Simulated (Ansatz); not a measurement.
## doublet SiC(-): levels of theory in one basis

```xyz
2

Si   -0.0157   -0.0166   -0.7924
C    -0.0093    0.0066    0.8856
```

Basis set: def2-SVP (spherical functions). Frozen core: 6 orbitals. Correlation on ROHF uses semicanonical orbitals with singles. Charge -1, multiplicity 2.

Computed with Ansatz (development build ahead of 0.2.0); the reference of a correlated method needn't be the lowest determinant of its kind.

```
      method  E − E(ROHF) (eV)  <S²> of the determinant
        ROHF              0.00                     0.75
         UHF             -0.95                     1.78
     UHF-MP2             -4.97                     1.78
ROHF-CCSD(T)             -6.75                        –
 UHF-CCSD(T)             -6.66                     1.78
UHF-CCSDT(Q)             -6.83                     1.78
```

Task: What does ROHF-MP2 give on the same scale?

Result: -5.14 eV.

Caution: no diffuse functions for an anion. Caution for ROHF, ROHF-MP2, ROHF-CCSD(T): an unrestricted determinant lies well below. Caution for UHF, UHF-MP2, UHF-CCSD(T), UHF-CCSDT(Q): the unrestricted determinant is a mixture of spin states. Caution for UHF-CCSD(T): another reference gives a lower total.
